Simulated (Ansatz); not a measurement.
**CH₆SSi: basis-set convergence**

One table from this session's results is given with a row withheld; the runs are named, their logs left out.

The runs use Ansatz 0.2.0, Gaussian basis; one geometry, several basis sets.

The runs, in order: PBE0-D4/def2-SVP; ωB97M-V/def2-SVP; PBE0-D4/def2-QZVPP; ωB97M-V/def2-QZVPP; the functionals' def2-TZVPP values are taken from earlier runs.

1 further run of the same task is left out (it didn't finish).

## The geometry

All runs share one geometry, relaxed beforehand with PBE0-D4 in a triple-zeta def2 set.

SMILES `[SiH3]CS`, 9 atoms, charge 0, spin multiplicity 1.

Atoms are counted from 1 here; the program's logs count them from 0.

Bond lengths: Si1–C2 1.878 Å, Si1–H4 1.484 Å, Si1–H5 1.489 Å, Si1–H6 1.488 Å, C2–S3 1.813 Å, C2–H7 1.093 Å, C2–H8 1.092 Å, S3–H9 1.343 Å. Angles: C2–Si1–H4 109.8°, C2–Si1–H5 110.7°, C2–Si1–H6 108.8°, H4–Si1–H5 109.5°, H4–Si1–H6 109.3°, H5–Si1–H6 108.7°, Si1–C2–S3 111.4°, Si1–C2–H7 109.3°, Si1–C2–H8 112.3°, S3–C2–H7 105.3°, S3–C2–H8 110.8°, H7–C2–H8 107.3°, C2–S3–H9 97.3°.

Set-up of the first run:

in.yaml

```yaml
crystal:
  periodic: [false, false, false]
  atoms:
    - {symbol: Si, position_ang: [-0.839748, 0.228511, -0.626421]}
    - {symbol: C, position_ang: [0.918364, -0.079653, -0.043612]}
    - {symbol: S, position_ang: [0.946827, -1.021893, 1.505125]}
    - {symbol: H, position_ang: [-1.512076, -1.065044, -0.902985]}
    - {symbol: H, position_ang: [-0.846529, 1.064995, -1.858806]}
    - {symbol: H, position_ang: [-1.580470, 0.948520, 0.444017]}
    - {symbol: H, position_ang: [1.436903, -0.706787, -0.773284]}
    - {symbol: H, position_ang: [1.491238, 0.844787, 0.054428]}
    - {symbol: H, position_ang: [0.073990, -0.259736, 2.184437]}
basis:
  gaussian: {orbitals: def2-SVP}
hamiltonian: {xc: pbe0, dispersion: d4}
output: {orbitals: {seedname: orbitals}}
```

The run is started by

```sh
$ ansatz run in.yaml --threads 2 --pin off --events-out ev --progress --plain --max-ram 4352MiB
```

Steps of the session up to this table: PBE0-D4 in def2-SVP; ωB97M-V in def2-SVP; PBE0-D4 in def2-QZVPP; ωB97M-V in def2-QZVPP.

One of the session's tables, all rows but one given; the rest of the session is left out.

It belongs to the step «Functionals by basis». 

| functional | basis | HOMO (eV) | LUMO (eV) |
| --- | --- | --- | --- |
| PBE0-D4 | def2-SVP | -6.71 | 0.50 |
| PBE0-D4 | def2-TZVPP | -6.84 | 0.01 |
| PBE0-D4 | def2-QZVPP | -6.88 | -0.17 |
| ωB97M-V | def2-SVP | ? | ? |
| ωB97M-V | def2-TZVPP | -9.06 | 1.70 |
| ωB97M-V | def2-QZVPP | -9.10 | 1.30 |

Estimate the missing values for ωB97M-V, def2-SVP.

The run gave: HOMO (eV): -8.90; LUMO (eV): 2.42. In the column «HOMO (eV)» it lies between ωB97M-V, def2-TZVPP (-9.06) and PBE0-D4, def2-QZVPP (-6.88).
